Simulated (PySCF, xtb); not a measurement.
Si(F)4 anion (F4Si), SMILES F[Si](F)(F)F (connectivity only; charge and spin as stated), charge -1, multiplicity 2.

Harmonic wavenumbers (cm⁻¹) from GFN2-xTB (xtb 6.7.1) at its own minimum, in rising order: 123, 241, 290, 341, 343, 425, 537, 713, 768.

**Question.** What does PySCF with PBE0-D3(BJ)/def2-SVPD give at its own minimum? (Estimate from the structure and the level; the computed values follow.)

**Answer.** 179, 233, 306, 380, 395, 525, 757, 767, 791. Paired by order, the mean absolute difference is 63 cm⁻¹ and the zero-point energies are 5.4 and 6.2 kcal/mol.
